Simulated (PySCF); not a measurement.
**How well do the runs reproduce experiment for pyrrole?**

**Experimental background.**

From NIST CCCBDB Release 22 (SRD 101), experimental dipoles, for the gas: dipole moment (dielectric constant against temperature) 1.84 D.

From NIST CCCBDB Release 22 (SRD 101), experimental polarizabilities, for the gas: mean polarisability 7.94 Å³.

The results are set against them at the end.

Species: pyrrole, C4H5N.
SMILES with atom numbers: `[cH:1]1[cH:2][cH:3][nH:4][cH:5]1` (hydrogens: H6 on C1; H7 on C2; H8 on C3; H9 on N4; H10 on C5)

Geometry (GFN2-xTB, Å), atoms numbered from 1 in this order:
```
atom  x, y, z in Å
C1     0.3992    1.1166   -0.0373
C2    -0.9478    0.7062   -0.0912
C3    -0.9569   -0.6591   -0.0217
N4     0.3293   -1.0867    0.0718
C5     1.1622   -0.0134    0.0631
H6     0.7585    2.1258   -0.0692
H7    -1.8052    1.3446   -0.1717
H8    -1.7763   -1.3508   -0.0309
H9     0.6199   -2.0477    0.1361
H10    2.2260   -0.1309    0.1285
```

Runs made with PySCF (gas phase, on this GFN2-xTB geometry; no spin–orbit coupling):

| level | job | basis functions | wall time |
| --- | --- | --- | --- |
| B3LYP/def2-SVPD | 8 singlets by full TDDFT, 3 Tamm–Dancoff triplets, polarisability | 140 | 14 s |

Hardware: one thread of an x86-64 server, no GPU, on a shared host.

## Comparison

**Dipole moment.** Measured: 1.84 D (NIST CCCBDB Release 22 (SRD 101), experimental dipoles).

| level | computed (D) | computed − measured (D) | % (from the printed values) |
| --- | --- | --- | --- |
| B3LYP/def2-SVPD | 1.88 | +0.04 | +2 |

The computed dipoles belong to one fixed geometry; measured ones are averaged over vibrations unless marked μe. Magnitudes are compared, not signs.

**Mean polarisability.** Measured: 7.94 Å³ (NIST CCCBDB Release 22 (SRD 101), experimental polarizabilities).

```csv
level,computed (Å³),computed − measured (Å³),% (from the printed values)
B3LYP/def2-SVPD,7.66,-0.28,-4
```

The computed values are static and purely electronic, with core orbitals frozen in the response (1 au = 0.148185 Å³). The table of measured values doesn't say here whether a value is static or optical, or holds a vibrational part.

The geometry is computed, not the measured one. Where a level misses, the cause wasn't examined.
